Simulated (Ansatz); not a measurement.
# Energy profile

The step: CH₅Al ([CH3][AlH2]) + HF → AlH₂F ([F][AlH2]) + CH₄; bonds formed: C2–H5; dative contacts that become bonds: Al1–F6; bonds broken: Al1–C2, H5–F6 (atoms numbered as in the saddle structure below).

```xyz
9
angstrom
Al -0.3657 -1.0516 0.0836
C -0.1642 0.9904 -0.0785
H -0.8194 -1.7823 -1.2445
H -0.7512 -1.5738 1.5270
H 1.1770 0.0598 -0.0165
F 1.5889 -0.8883 0.0377
H 0.7443 1.6145 -0.0305
H -0.7752 1.3660 0.7476
H -0.6344 1.2653 -1.0260
```

Electronic energies by CCSD(T) at an estimated basis limit (MP2 extrapolated from triple and quadruple zeta, plus CCSD(T) − MP2 in triple zeta), on PBE0-D4/def2-TZVP structures; CH6AlF, closed shell; no counterpoise correction. Ansatz 0.2.0; basis: def2-TZVPP and def2-QZVPP; cores frozen in the correlated methods. Extrapolation: Hartree–Fock as exp(−7.88 √X), correlation as X^−2.97.

Question: Give the profile in eV, counted from the separated reactants. (To be estimated.)

Answer: By the calculation:
```json
{"point": "separated: CH5Al (linked as [CH3][AlH2]; Al1, C2, H3, H4, H7, H8, H9; singlet) + HF (H5, F6; singlet)", "eV": "0.000"}
{"point": "start structure", "eV": "-0.379"}
{"point": "saddle", "eV": "-0.195"}
{"point": "end structure", "eV": "-2.162"}
{"point": "separated: AlH2F (linked as [F][AlH2]; Al1, H3, H4, F6; singlet) + CH4 (C2, H5, H7, H8, H9; singlet)", "eV": "-2.036"}
```
The saddle lies below the separated reactants: the barrier is submerged.

The T1 diagnostic stays at or below 0.013.

For scale, one of the runs: CCSD(T)/def2-TZVPP, 188 basis functions (an equivalent command: `ansatz run in.yaml --threads 2`). Hardware: 2 CPU threads, shared host. Wall time 100 s; peak host memory 2 GiB.
